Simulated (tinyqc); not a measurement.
G0W0 on RHF in the sto-6g basis, for H2O, spin multiplicity 1, step by step. One step of it, computed by the program tinyqc.

Question. Screening: direct RPA. With D = e_a - e_i and K = (ia|jb): diagonalise D^(1/2) (D + 4K) D^(1/2) = Z w^2 Z^T; X + Y = D^(1/2) Z w^(-1/2), each column of Z with its largest component positive (the first on a tie); E_c = (sum w - tr (D + 2K)) / 2.

orbital energies (hartree): MO1 -20.510933, MO2 -1.334194, MO3 -0.637814, MO4 -0.496494, MO5 -0.412027, MO6 0.685567, MO7 0.789945

Two-electron integrals over orbitals (pq|rs), unique and non-zero (hartree):
```
(11|11) 4.760666    (21|11) -0.418900   (21|21) 0.060157    (22|11) 1.014525
(22|21) -0.012033   (22|22) 0.746285    (31|31) 0.012198    (32|31) 0.018815
(32|32) 0.148559    (33|11) 0.834718    (33|21) -0.004026   (33|22) 0.669804
(33|33) 0.660592    (41|11) 0.211670    (41|21) -0.026178   (41|22) 0.019388
(41|33) 0.007020    (41|41) 0.031622    (42|11) -0.129483   (42|21) 0.010955
(42|22) 0.020021    (42|33) 0.006504    (42|41) 0.016631    (42|42) 0.116224
(43|31) -0.004812   (43|32) 0.011350    (43|43) 0.046609    (44|11) 1.019809
(44|21) -0.015154   (44|22) 0.674263    (44|33) 0.618018    (44|41) -0.012061
(44|42) -0.103924   (44|44) 0.808431    (51|51) 0.026746    (52|51) 0.031831
(52|52) 0.141542    (53|53) 0.030800    (54|51) -0.015074   (54|52) -0.050918
(54|54) 0.061011    (55|11) 1.117073    (55|21) -0.010996   (55|22) 0.748305
(55|33) 0.649587    (55|41) 0.005241    (55|42) -0.065987   (55|44) 0.739261
(55|55) 0.880663    (61|11) -0.263543   (61|21) 0.041539    (61|22) 0.001152
(61|33) 0.000668    (61|41) -0.003963   (61|42) 0.021140    (61|44) -0.022156
(61|55) -0.006067   (61|61) 0.038605    (62|11) 0.338875    (62|21) -0.007209
(62|22) 0.152347    (62|33) 0.088764    (62|41) 0.019788    (62|42) 0.013969
(62|44) 0.094252    (62|55) 0.166430    (62|61) 0.006458    (62|62) 0.109056
(63|31) 0.004210    (63|32) -0.030610   (63|43) -0.022534   (63|63) 0.060569
(64|11) 0.199115    (64|21) -0.001370   (64|22) 0.080222    (64|33) 0.042353
(64|41) 0.000395    (64|42) -0.035906   (64|44) 0.120067    (64|55) 0.105172
(64|61) -0.000766   (64|62) 0.056985    (64|64) 0.064016    (65|51) 0.016375
(65|52) 0.060055    (65|54) -0.005016   (65|65) 0.040266    (66|11) 0.849612
(66|21) -0.007402   (66|22) 0.641490    (66|33) 0.589539    (66|41) 0.023232
(66|42) 0.059161    (66|44) 0.561370    (66|55) 0.606324    (66|61) 0.008681
(66|62) 0.107426    (66|64) 0.039794    (66|66) 0.618133    (71|31) 0.016251
(71|32) 0.023057    (71|43) -0.006643   (71|63) 0.005084    (71|71) 0.021727
(72|31) 0.013163    (72|32) 0.029912    (72|43) -0.038382   (72|63) 0.037840
(72|71) 0.016615    (72|72) 0.058338    (73|11) 0.353784    (73|21) -0.007791
(73|22) 0.118031    (73|33) 0.090632    (73|41) -0.001497   (73|42) -0.081339
(73|44) 0.160089    (73|55) 0.179984    (73|61) -0.007989   (73|62) 0.078838
(73|64) 0.074361    (73|66) 0.034834    (73|73) 0.152879    (74|31) -0.011078
(74|32) -0.081872   (74|43) 0.009132    (74|63) 0.037245    (74|71) -0.014310
(74|72) -0.013877   (74|74) 0.072397    (75|53) 0.023201    (75|75) 0.022956
(76|31) 0.009660    (76|32) 0.097729    (76|43) 0.039522    (76|63) -0.053862
(76|71) 0.011868    (76|72) -0.016821   (76|74) -0.057978   (76|76) 0.110242
(77|11) 0.865457    (77|21) -0.008641   (77|22) 0.633100    (77|33) 0.626903
(77|41) 0.004590    (77|42) -0.005247   (77|44) 0.614203    (77|55) 0.625433
(77|61) -0.004849   (77|62) 0.071174    (77|64) 0.032616    (77|66) 0.581533
(77|73) 0.078401    (77|77) 0.627809
```

Give: D^(1/2) (D + 4K) D^(1/2); excitation energies w; X + Y; RPA correlation energy.

Answer.

D^(1/2) (D + 4K) D^(1/2) (hartree^2), lower triangle:
```
          1>6       1>7     2>6      2>7     3>6     3>7     4>6     4>7
1>6  452.5647
1>7    0.0000  455.5786
2>6    0.1690    0.0000  4.9605
2>7    0.0000    0.4470  0.0000   5.0076
3>6    0.0000    0.1080  0.0000   0.2538  2.0720
3>7   -0.1758    0.0000  0.5355   0.0000  0.0000  2.9116
4>6   -0.0153    0.0000  0.3522   0.0000  0.0000  0.3864  1.7000
4>7    0.0000   -0.2996  0.0000  -0.0918  0.1944  0.0000  0.0000  2.0275
5>6    0.0000    0.0000  0.0000   0.0000  0.0000  0.0000  0.0000  0.0000
5>7    0.0000    0.0000  0.0000   0.0000  0.0000  0.0000  0.0000  0.0000

        5>6     5>7
5>6  1.3815
5>7  0.0000  1.5551
```

excitation energies w (hartree): 1.1754  1.2470  1.2553  1.3550  1.4966  1.6878  2.2429  2.2688  21.2736  21.3443

X + Y:
```
          1       2        3        4        5        6        7        8
1>6  0.0000  0.0000  -0.0002   0.0000   0.0000   0.0017   0.0000  -0.0008
1>7  0.0000  0.0000   0.0000   0.0023   0.0012   0.0000  -0.0032   0.0000
2>6  0.0000  0.0000  -0.0762   0.0000   0.0000  -0.3009   0.0000   0.9054
2>7  0.0000  0.0000   0.0000   0.0945  -0.0525   0.0000   0.9694   0.0000
3>6  0.0000  0.0000   0.0000  -0.6731   0.6840   0.0000   0.0643   0.0000
3>7  0.0000  0.0000  -0.2721   0.0000   0.0000   0.8586   0.0000   0.1997
4>6  0.0000  0.0000   0.9365   0.0000   0.0000   0.1922   0.0000   0.0911
4>7  0.0000  0.0000   0.0000   0.7096   0.6350   0.0000  -0.0189   0.0000
5>6  0.9663  0.0000   0.0000   0.0000   0.0000   0.0000   0.0000   0.0000
5>7  0.0000  0.9818   0.0000   0.0000   0.0000   0.0000   0.0000   0.0000

           9       10
1>6   0.9982   0.0000
1>7   0.0000   0.9990
2>6   0.0001   0.0000
2>7   0.0000   0.0003
3>6   0.0000   0.0001
3>7  -0.0001   0.0000
4>6   0.0000   0.0000
4>7   0.0000  -0.0002
5>6   0.0000   0.0000
5>7   0.0000   0.0000
```

RPA correlation energy = -0.047714 hartree
